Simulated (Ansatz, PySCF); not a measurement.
This PySCF input computes a B3LYP/def2-TZVPD energy:

```python
from pyscf import gto, scf, dft

mol = gto.M(
    atom='''
    C    -0.00000000   -0.00000000   -0.59839493
    C     0.00000000    0.00000000    0.59839493
    H     0.00000000    0.00000000    1.66106699
    H    -0.00000000   -0.00000000   -1.66106699
    ''',
    basis='def2-tzvpd',
    charge=0,
    spin=0,
    verbose=4,
)

mf = dft.RKS(mol, xc='b3lyp').density_fit(auxbasis='def2-universal-jkfit')
mf.grids.level = 3
mf.conv_tol = 1e-9
mf.max_cycle = 100
mf.max_memory = 1500
mf.kernel()
if not mf.converged:
    mf = mf.newton()
    mf.kernel(mf.make_rdm1())
mf.analyze()
```

Task: Write an input for the same energy in Ansatz (a quantum-chemistry and plane-wave program) and say what it gives.

Result: 
Ansatz 0.2 input:
```yaml
crystal:
  periodic: [false, false, false]
  atoms:
    - {symbol: C, position_ang: [-0.00000000, -0.00000000, -0.59839493]}
    - {symbol: C, position_ang: [0.00000000, 0.00000000, 0.59839493]}
    - {symbol: H, position_ang: [0.00000000, 0.00000000, 1.66106699]}
    - {symbol: H, position_ang: [-0.00000000, -0.00000000, -1.66106699]}
basis:
  gaussian:
    orbitals: def2-TZVPD
hamiltonian:
  xc: {name: B3LYP}
output: {forces: true}
```
It gives -77.36487 Eh, and PySCF -77.36490 Eh, a difference of 0.03 mEh, from the treatment of integrals and grids.
